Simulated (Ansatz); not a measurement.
# What each rung costs, and what it gives

Saddle point of SiH$_{4}$F, doublet (SiH₃F ([F][SiH3]) + H → SiH₃ + HF; bonds formed: F1–H3; bonds broken: F1–Si2), PBE0-D4/def2-TZVP structure:

F1  (-1.006, -0.185, -0.824)
Si2  (0.478, 0.090, 0.387)
H3  (-1.870, -0.353, -1.517)
H4  (0.545, 1.544, 0.651)
H5  (1.685, -0.410, -0.305)
H6  (0.168, -0.687, 1.606)
(Å)

Barriers are electronic and count from the start structure reached by relaxing down the imaginary mode. Spin–orbit coupling is left out.

Program: Ansatz 0.2.0. Basis: as named in each row. Cores are frozen in the correlated methods; orbitals are unrestricted. B3LYP uses VWN-RPA correlation. Extrapolation: Hartree–Fock as exp(−7.88 √X), correlation as X^−2.97.

Times are rough, for one single point on 2 threads of a shared host (Intel Xeon Platinum 8259CL).

The estimate by CCSD(T) at an estimated basis limit (MP2 extrapolated from triple and quadruple zeta, plus CCSD(T) − MP2 in triple zeta) is 1.951 eV.

```tsv
method	basis	time (s)	barrier (eV)	method less estimate
HF	STO-3G	under 1	1.573	-0.378
PBE-D4	STO-3G	under 1	0.452	-1.499
SPW92	def2-SVP	under 1	0.951	-1.000
B3LYP-D4	6-31G	under 1	0.679	-1.272
PBE-D4	def2-SVP	under 1	1.253	-0.698
SPW92	def2-TZVPP	1	0.963	-0.987
PBE0-D4	def2-SVP	1	1.560	-0.391
CCSD(T)	def2-SVP	2	2.057	0.106
PBE-D4	def2-TZVPP	2	1.270	-0.681
BLYP-D4	def2-TZVPP	2	1.269	-0.682
PBE0-D4	def2-TZVPP	2	1.601	-0.350
RPA on PBE	def2-TZVPP	3	1.842	-0.109
CAM-B3LYP-D4	def2-TZVPP	3	1.707	-0.243
B3LYP-D4	def2-TZVPP	3	1.516	-0.435
BHLYP-D4	def2-TZVPP	3	1.910	-0.041
PBE-QIDH	def2-TZVPP	4	1.993	0.042
r2SCAN-D4	def2-TZVPP	4	1.504	-0.446
r2SCAN0-D4	def2-TZVPP	4	1.702	-0.249
B2PLYP	def2-TZVPP	4	1.781	-0.170
wB97M-V	def2-SVP	5	1.693	-0.258
B97M-V	def2-TZVPP	6	1.620	-0.331
MP2	def2-QZVPP	8	2.120	0.170
wB97X-V	def2-TZVPP	8	1.943	-0.007
wB97M-V	def2-TZVPP	8	1.766	-0.185
CCSD(T)	def2-TZVPP	24	1.995	0.045
```

All methods are single points on the PBE0-D4 structures.

No T1 diagnostic of these runs exceeds 0.028. ⟨S²⟩ of the unrestricted Hartree–Fock references: 0.75 to 0.77 (a pure state has 0.75).

Radical steps of this kind take place in plasma deposition and etching.

Labels in which every atom is bracketed show which atoms are joined, not bond orders.
